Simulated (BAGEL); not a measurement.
# triplet CHNO: levels of theory compared

We compute a comparison of 3 runs (UHF/STO-3G, ROHF/6-31G*, UHF/6-31G*) of triplet CHNO. 

The calculation is run with BAGEL 1.2.2.

1 further run of the same task is left out (it didn't finish).

## 1. The structure to begin with

The species is CHNO (4 atoms), meant as a triplet with charge 0. As SMILES of the parent species, `N=C=O`. The shape is that of a PBE0-D4/def2-TZVP optimisation. That shape belongs to the parent species and isn't relaxed for this state.

Bond lengths: N1–C2 1.208 Å, C2–O3 1.161 Å, N1–H4 1.004 Å. Angles: N1–C2–O3 173.0°, C2–N1–H4 125.4°.

## 2. A single-point energy at UHF/STO-3G (density fitting with qzvpp-jkfit) (run 1)

File input.json:

```json
{ "bagel" : [

{
  "title" : "molecule",
  "basis" : "sto-3g",
  "df_basis" : "qzvpp-jkfit",
  "angstrom" : "true",
  "geometry" : [
    { "atom" : "N", "xyz" : [    0.505000,   -0.390800,   -0.422600 ] },
    { "atom" : "C", "xyz" : [   -0.462300,    0.160800,    0.046400 ] },
    { "atom" : "O", "xyz" : [   -1.461800,    0.645200,    0.383400 ] },
    { "atom" : "H", "xyz" : [    1.419000,   -0.415200,   -0.007200 ] }
  ]
},
{ "title" : "uhf", "nopen" : 2 },
{ "title" : "print", "file" : "orbitals.molden", "orbitals" : "true" }

]}
```

The run is started by

```
$ BAGEL_NUM_THREADS=1 BAGEL input.json > input.out
```

Log:

```text
* using 1 threads per process

  ===============================================================
  ===============================================================

  *** Geometry ***

  { "atom" : "N", "xyz" : [      0.954312,     -0.738505,     -0.798598 ] },
  { "atom" : "C", "xyz" : [     -0.873620,      0.303868,      0.087683 ] },
  { "atom" : "O", "xyz" : [     -2.762402,      1.219251,      0.724521 ] },
  { "atom" : "H", "xyz" : [      2.681521,     -0.784614,     -0.013606 ] },

  Number of auxiliary basis functions:      247

  Since a DF basis is specified, we compute 2- and 3-index integrals:
    o Being stored without compression. Storage requirement is 0.001 GB

  Number of basis functions:       16
  Number of electrons      :       22

    * METHOD: MOLECULE                             0.04

  *** Open-shell HF ***

  === Nuclear Repulsion ===
    59.4805940694

      * DIIS with orbital gradients will be used.

  === UHF iteration (sto-3g) ===
      0       -165.24880946          0.04928643           0.00
      1       -165.30628659          0.02656857           0.00
      2       -165.32328022          0.01396248           0.00
[... 22 lines of this table left out ...]
     25       -165.33452806          0.00000001           0.00
    * SCF iteration converged.

    * S^2 (UHF) is 2.1499

    * Permanent dipole moment:
           (   -0.527459,    -0.026199,    -0.309255) a.u.

    * METHOD: UHF                                  0.13

    * METHOD: PRINT                                0.00

  ===============================================================
```

Run time: 0.3 s. Hardware: 1 thread of Arm Neoverse V1, shared host.

## 3. A single-point energy at ROHF/6-31G(d) (density fitting with qzvpp-jkfit, spherical functions) (run 2)

File input.json:

```json
{ "bagel": [

{
  "title": "molecule",
  "basis": "6-31gs.json",
  "df_basis": "qzvpp-jkfit",
  "angstrom": true,
  "geometry": [
    { "atom": "N", "xyz": [    0.505000,   -0.390800,   -0.422600 ] },
    { "atom": "C", "xyz": [   -0.462300,    0.160800,    0.046400 ] },
    { "atom": "O", "xyz": [   -1.461800,    0.645200,    0.383400 ] },
    { "atom": "H", "xyz": [    1.419000,   -0.415200,   -0.007200 ] }
  ]
},
{ "title": "rohf", "nopen": 2 },
{ "title": "print", "file": "orbitals.molden", "orbitals": true }

]}
```

The basis set 6-31G* is read from a file made from the Basis Set Exchange's data (not shown).

The run is started by

```
$ BAGEL_NUM_THREADS=1 BAGEL input.json > input.out
```

Log:

```text
* using 1 threads per process

  ===============================================================
  ===============================================================

  *** Geometry ***

  { "atom" : "N", "xyz" : [      0.954312,     -0.738505,     -0.798598 ] },
  { "atom" : "C", "xyz" : [     -0.873620,      0.303868,      0.087683 ] },
  { "atom" : "O", "xyz" : [     -2.762402,      1.219251,      0.724521 ] },
  { "atom" : "H", "xyz" : [      2.681521,     -0.784614,     -0.013606 ] },

  Number of auxiliary basis functions:      247

  Since a DF basis is specified, we compute 2- and 3-index integrals:
    o Being stored without compression. Storage requirement is 0.004 GB

  Number of basis functions:       44
  Number of electrons      :       22

    * METHOD: MOLECULE                             0.05

  *** Open-shell HF ***

  === Nuclear Repulsion ===
    59.4805940694

      * DIIS with orbital gradients will be used.

  === ROHF iteration (6-31gs.json) ===
      0       -167.43223721          0.04936448           0.01
      1       -167.49049442          0.03723442           0.01
      2       -167.50500370          0.02991521           0.01
[... 44 lines of this table left out ...]
     47       -167.53792243          0.00000001           0.01
    * SCF iteration converged.

    * S^2 (ROHF) is 2.0000

    * Permanent dipole moment:
           (   -1.107574,     0.288904,    -0.054515) a.u.

    * METHOD: ROHF                                 0.64

    * METHOD: PRINT                                0.01

  ===============================================================
```

Wall time 0.83 s (1 thread of Arm Neoverse V1, shared host).

## 4. The energy at UHF/6-31G(d) (density fitting with qzvpp-jkfit, spherical functions) (run 3)

File calc.json:

```json
{ "bagel": [

{
  "title": "molecule",
  "basis": "6-31gs.json",
  "df_basis": "qzvpp-jkfit",
  "angstrom": true,
  "geometry": [
    { "atom": "N", "xyz": [    0.505000,   -0.390800,   -0.422600 ] },
    { "atom": "C", "xyz": [   -0.462300,    0.160800,    0.046400 ] },
    { "atom": "O", "xyz": [   -1.461800,    0.645200,    0.383400 ] },
    { "atom": "H", "xyz": [    1.419000,   -0.415200,   -0.007200 ] }
  ]
},
{
  "title": "uhf",
  "nopen": 2
},
{
  "title": "print",
  "file": "orbitals.molden",
  "orbitals": true
}

]}
```

The basis set 6-31G* is read from a file made from the Basis Set Exchange's data (not shown).

The run is started by

```
$ BAGEL_NUM_THREADS=1 BAGEL calc.json > calc.out
```

Log:

```text
* using 1 threads per process

  ===============================================================
  ===============================================================

  *** Geometry ***

  { "atom" : "N", "xyz" : [      0.954312,     -0.738505,     -0.798598 ] },
  { "atom" : "C", "xyz" : [     -0.873620,      0.303868,      0.087683 ] },
  { "atom" : "O", "xyz" : [     -2.762402,      1.219251,      0.724521 ] },
  { "atom" : "H", "xyz" : [      2.681521,     -0.784614,     -0.013606 ] },

  Number of auxiliary basis functions:      247

  Since a DF basis is specified, we compute 2- and 3-index integrals:
    o Being stored without compression. Storage requirement is 0.004 GB

  Number of basis functions:       44
  Number of electrons      :       22

    * METHOD: MOLECULE                             0.05

  *** Open-shell HF ***

  === Nuclear Repulsion ===
    59.4805940694

      * DIIS with orbital gradients will be used.

  === UHF iteration (6-31gs.json) ===
      0       -167.43223721          0.04936448           0.01
      1       -167.50590080          0.03606355           0.01
      2       -167.52691412          0.02690109           0.01
[... 30 lines of this table left out ...]
     33       -167.55468686          0.00000001           0.01
    * SCF iteration converged.

    * S^2 (UHF) is 2.1085

    * Permanent dipole moment:
           (   -0.833322,     0.155832,    -0.147820) a.u.

    * METHOD: UHF                                  0.46

    * METHOD: PRINT                                0.01

  ===============================================================
```

Wall time 0.64 s (1 thread of Arm Neoverse V1, shared host).

## 5. The series

```
run                                                                level  energy (Eh)  dipole moment (D)   ⟨S²⟩  wall time
  1                        UHF/STO-3G (density fitting with qzvpp-jkfit)  -165.334528               1.56  2.150      0.3 s
  2  ROHF/6-31G* (density fitting with qzvpp-jkfit, spherical functions)  -167.537922               2.91  2.000     0.83 s
  3   UHF/6-31G* (density fitting with qzvpp-jkfit, spherical functions)  -167.554687               2.19  2.108     0.64 s
```

## 6. Results

| quantity | value |
| --- | --- |
| run 3: total energy | -167.55469 Eh |
| run 3: dipole moment | 2.19 D |
| run 3: ⟨S²⟩ | 2.108 |

The dipole moment (its size) runs from 1.56 D (UHF/STO-3G) to 2.91 D (ROHF/6-31G*). The two ends differ in method and basis. In run 1 the basis is minimal, so the values are rough. Spin contamination of the reference: run 1 ⟨S²⟩ = 2.15, run 3 ⟨S²⟩ = 2.11. All runs together took 1.8 s, the longest 0.83 s.
